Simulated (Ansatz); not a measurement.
# Interaction energy ladder

The pair of HF (SMILES F, atoms 1–2) and CH4S (SMILES CS, atoms 3–8), both closed shells, in one local arrangement (a lower one may exist), relaxed at PBE0-D4/def2-TZVP:

```xyz
8
angstrom
F 0.3074 0.1050 -2.5316
H 0.6479 -0.2058 -1.7104
C -0.3523 0.4598 0.8231
S 0.9636 -0.6878 0.3540
H -1.1519 0.4593 0.0848
H 0.1046 1.4488 0.8455
H -0.7374 0.2246 1.8136
H 0.2183 -1.8042 0.3211
```

Program: Ansatz 0.2.0. Basis: def2-TZVPPD, with def2-QZVPPD for the basis limit. Cores are frozen in the correlated methods. B3LYP uses VWN-RPA correlation. Extrapolation: Hartree–Fock as exp(−7.88 √X), correlation as X^−2.97. Interaction energies count from these two fragments, frozen as in the pair, with the counterpoise correction; negative means bound.

Task: What is the interaction energy by CCSD(T) at an estimated basis limit (MP2 extrapolated from triple and quadruple zeta, plus CCSD(T) − MP2 in triple zeta)? (Judge from chemistry; the value comes from the calculation.)

Result: Computed: -28.4 kJ/mol. Hartree–Fock alone gives -17.0 kJ/mol at the basis limit. It counts from the two fragments frozen as in the pair.

The same quantity by other methods in triple zeta, and each one's difference from that estimate:
```csv
method,E_int (kJ/mol),difference
PBE-D4,-36.1,-7.8
revPBE-D4,-31.9,-3.6
BLYP-D4,-32.1,-3.7
r2SCAN-D4,-34.8,-6.5
B97M-V,-30.2,-1.9
PBE0-D4,-34.2,-5.8
B3LYP-D4,-32.1,-3.8
HSE06-D4,-34.2,-5.8
wB97X-V,-30.9,-2.6
wB97M-V,-29.9,-1.5
B2PLYP,-27.8,0.5
HF,-17.1,11.3
MP2,-27.0,1.4
CCSD,-24.0,4.3
CCSD(T),-26.0,2.4
```
Differences are method less estimate.

Task: Which atoms make the shortest contact between the fragments?

Result: H2 and S4, 2.14 Å apart.

Energy to bend the free fragments (PBE0-D4 minima) into their shapes in the pair, CCSD(T)/def2-TZVPPD: HF 1.4 kJ/mol; CH4S 0.1 kJ/mol. This must be added to the interaction energy to get the binding energy from relaxed fragments.

Basis-set superposition shift (counterpoise-corrected less uncorrected): CCSD(T) 3.0; MP2 2.9; HF 0.3; PBE0-D4 0.3; wB97M-V 0.4 kJ/mol.

T1 diagnostic: at most 0.011.

For scale, one of the runs: CCSD(T)/def2-TZVPPD, 213 basis functions, launched by `ansatz run in.yaml --threads 4 --pin off --events-out ev --progress --plain --max-ram 9574MiB`. The run took 32 s on 4 CPU threads of an Arm Neoverse V2 (shared host), with 3 GiB of host memory at its peak.
